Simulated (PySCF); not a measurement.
Compound: C4H7O2 (doublet state).
Z-matrix (Å and degrees, GFN2-xTB geometry), rows numbered from 1:
```
C 
O   1  1.4047
C   2  1.4073  1  113.04
C   3  1.5358  2  107.84  1   179.92
C   4  1.4761  3  113.92  2   180.00
O   5  1.1901  4  133.04  3    -0.15
H   1  1.0970  2  111.27  3    60.66
H   1  1.0878  2  106.54  3   179.98
H   1  1.0970  2  111.26  3   -60.69
H   3  1.1009  2  110.61  1   -59.88
H   3  1.1008  2  110.63  1    59.77
H   4  1.0922  3  109.63  2   -58.47
H   4  1.0922  3  109.64  2    58.56
```

The hyperfine couplings belong to this conformer and change with its torsions.

As a line formula: `COCC[C]=O` [radical].

Level of theory: PySCF, UKS B3LYP, pcH-1 on C H O, non-relativistic, mean-field spin-orbit, GIAO. One conformer (not necessarily the lowest) at the GFN2-xTB geometry, without solvent, vibrations or thermal averaging. Couplings are sensitive to structure, and on GFN2-xTB geometries they can be far from those on DFT ones. The SCF solution wasn't tested for stability.

Question: Predict the first-order ENDOR lines of H12/H13 and H10/H11 under fast tumbling at B = 332.5 mT (X band).

Answer: ν± = |νn ± a/2|, one line for each electron-spin manifold; νn = |g_N| × 7.62259 MHz/T × B.

| nuclei | isotope | g_N | νn (MHz) | a_iso (MHz) | lower line (MHz) | upper line (MHz) |
| --- | --- | --- | --- | --- | --- | --- |
| H12/H13 | 1H | 5.5857 | 14.16 | -5.19 | 11.56 | 16.75 |
| H10/H11 | 1H | 5.5857 | 14.16 | -3.04 | 12.64 | 15.68 |

Question: Which pairs are centred on the nuclear Larmor frequency, and which on half the coupling?

Answer: Centred on νn, since |a| < 2νn: H12/H13 and H10/H11. No pair has |a| > 2νn.

Means are taken over nuclei equivalent by connectivity, which assumes that they swap fast.
